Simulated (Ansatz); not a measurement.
Two isomers of C3H4O: A = `CC=C=O`, B = `O=C1CC1`.

Program: Ansatz. Geometries: PBE0-D4/def2-TZVP. ΔE: electronic, gas phase. CCSD(T)/CBS adds triple-zeta CCSD(T) − MP2 to the extrapolated MP2 energy (def2 sets, frozen cores). Functionals use def2-TZVPP. B3LYP here is the variant with VWN-RPA as its local correlation; programs differ in this.

A:

```xyz
8

C    -0.9651    0.0555    0.1125
C     0.4074   -0.1851   -0.4478
C     1.5091    0.0688    0.2094
O     2.4853    0.2949    0.7943
H    -1.5224    0.7662   -0.5033
H    -1.5401   -0.8731    0.1567
H    -0.9141    0.4618    1.1232
H     0.5399   -0.5889   -1.4449
```

B:

```xyz
8

O     0.796    0.670    1.846
C     0.349    0.294    0.809
C    -0.245    0.641   -0.481
C     0.014   -0.836   -0.055
H    -1.274    0.985   -0.506
H     0.392    1.062   -1.252
H    -0.849   -1.446    0.193
H     0.817   -1.369   -0.553
```

Question: Which isomer does CCSD(T)/CBS put lower? Give the gap. (Estimate.)

Answer: Computed: A, by 20.2 kcal/mol.

Question: Give E(B) − E(A) in kcal/mol with B2PLYP, BLYP-D4, B3LYP, CCSD(T)/def2-TZVPP, r2SCAN-D4, LDA (SPW92), HF/def2-TZVPP. (Best estimate.)

Answer: Computed: B2PLYP 22.0, BLYP-D4 23.4, B3LYP 22.2, CCSD(T)/def2-TZVPP 20.3, r2SCAN-D4 20.3, LDA (SPW92) 16.6, HF/def2-TZVPP 22.7. None reverses the order clearly.

Question: Does the order hold for the free energy at 298.15 K (harmonic terms from PBE0-D4)? (Estimate.)

Answer: Computed: Yes: G(B) − G(A) = +21.1 kcal/mol.

Largest T1 diagnostic: 0.015.

From BLYP to BHLYP (50 % exact exchange), in def2-TZVPP and without D4, E(B) − E(A) moves by −2.4 kcal/mol. Leaving LDA and LC-ωPBE aside and taking each functional with its dispersion term where it has one, the values, not all of them listed here, spread over 5.6 kcal/mol, from ωB97X-V to BLYP-D4. LDA lies −2.6 kcal/mol from PBE without D4.
